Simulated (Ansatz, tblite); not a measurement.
# The cluster PtSe₂+: rung by rung

Aim: run the doublet of the cluster PtSe₂+ at one geometry on many levels, and compare frontier levels, spin and run time.

Method: as each input shows; program: Ansatz 0.2.0, Gaussian basis.

The runs, in order: GFN1-xTB, GFN2-xTB, PBE-D4/def2-TZVP, r2SCAN-D4/def2-TZVP, revPBE-D4/def2-TZVP, r2SCAN0-D4/def2-TZVP, ωB97X-V/def2-TZVP, B97M-V/def2-TZVP, LC-ωPBE/def2-TZVP, PBE+5HF/def2-TZVP, PBE+10HF/def2-TZVP, PBE+15HF/def2-TZVP, PBE+35HF/def2-TZVP, PBE+50HF/def2-TZVP, PBE-D4/def2-SVP, PBE0-D4/def2-SVP, CCSD(T)/def2-SVP, MP2/def2-TZVP, RPA/def2-TZVP.

1 further run of the same task is left out (set aside as unsound or not needed). Runs told in other sessions of the task aren't counted.

## (1) The geometry

The geometry is that of the doublet, from an earlier relaxation (PBE-D4/def2-TZVP). At that level it is the lowest of the isomers that a small search found.

3 atoms, charge 1, spin multiplicity 2.

Bond lengths: Pt1–Se2 2.369 Å, Pt1–Se3 2.369 Å, Se2–Se3 2.263 Å. Angles: Se2–Pt1–Se3 57.1°, Pt1–Se2–Se3 61.5°, Pt1–Se3–Se2 61.5°.

Geometry (Å):

```xyz
3

Pt    0.2478    1.3440    0.2384
Se    0.0197   -0.5015   -1.2287
Se   -0.2675   -0.8425    0.9903
```

Pt takes a core potential in the def2 sets. No spin-orbit coupling is included. The ion is computed in the gas phase, without counter-ions or solvent.

PBE0-D4/def2-TZVP was run before; its log isn't repeated, and its numbers join the tables.

## (2) GFN1-xTB

Tight binding, by tblite at 300 K electronic temperature and without a spin-polarisation term:

```python
tblite.interface.Calculator('GFN1-xTB', numbers, positions, charge=1, uhf=1).singlepoint()
```

Energy -287.3397 eV; 0.002 s.

## (3) GFN2-xTB

Tight binding, by tblite at 300 K electronic temperature and without a spin-polarisation term:

```python
tblite.interface.Calculator('GFN2-xTB', numbers, positions, charge=1, uhf=1).singlepoint()
```

Energy -284.4170 eV; 0.002 s.

## (4) PBE-D4/def2-TZVP

start.molden holds the orbitals of an earlier run on this state, given as this run's starting guess.

in.yaml reads:

```yaml
crystal:
  periodic: [false, false, false]
  atoms:
    - {symbol: Pt, position_ang: [0.247823, 1.344015, 0.238440]}
    - {symbol: Se, position_ang: [0.019690, -0.501538, -1.228732]}
    - {symbol: Se, position_ang: [-0.267513, -0.842476, 0.990302]}
basis:
  gaussian: {orbitals: def2-TZVP, initial_orbitals: start.molden}
total_charge: 1
magnetization: {spin_polarized: true, initial_magnetization: 1}
hamiltonian: {xc: pbe, dispersion: d4}
scf: {omitted_lower_state_checks: [starts]}
output: {orbitals: {seedname: orbitals}}
```

Launch:

```
ansatz run in.yaml --threads 4 --pin off --events-out ev --progress --plain --max-ram 3916MiB
```

The runs that follow: r2SCAN-D4/def2-TZVP; revPBE-D4/def2-TZVP; r2SCAN0-D4/def2-TZVP; ωB97X-V/def2-TZVP; B97M-V/def2-TZVP; LC-ωPBE/def2-TZVP; PBE+5HF/def2-TZVP; PBE+10HF/def2-TZVP; PBE+15HF/def2-TZVP; PBE+35HF/def2-TZVP; PBE+50HF/def2-TZVP; PBE-D4/def2-SVP; PBE0-D4/def2-SVP; CCSD(T)/def2-SVP; MP2/def2-TZVP; RPA/def2-TZVP.

Before running them: what should the planned runs give, taken together? Wanted: gap in def2-TZVP, named functionals, smallest and largest; gap over the share of exact exchange; correlation energy, CCSD(T)/def2-SVP; correlation energy, MP2/def2-TZVP; ⟨S²⟩ in def2-TZVP, named functionals, smallest and largest; PBE0 total energy, smallest basis above largest.

**Answer**, as computed:

| quantity | value |
| --- | --- |
| gap in def2-TZVP, named functionals, smallest and largest | 0.62 eV (PBE-D4), 7.40 eV (LC-ωPBE) |
| gap over the share of exact exchange | 0.62 eV at 0, 4.75 eV at 0.5 |
| correlation energy, CCSD(T)/def2-SVP | -21.90 eV |
| correlation energy, MP2/def2-TZVP | -25.51 eV |
| ⟨S²⟩ in def2-TZVP, named functionals, smallest and largest | 0.752, 0.762 |
| PBE0 total energy, smallest basis above largest | 16.46 eV (def2-SVP, def2-TZVP) |

In words: Orbital gaps of the named functionals in def2-TZVP span 0.62 eV (PBE-D4) to 7.40 eV (LC-ωPBE); exact exchange widens it. Raising the share of exact exchange from 0 to 0.5 moves the HOMO by -2.51 eV and the LUMO by +1.62 eV. Over the named functionals in def2-TZVP spin contamination reaches 0.01 (LC-ωPBE), which is small. Notes on CCSD(T)/def2-SVP: spin contamination.
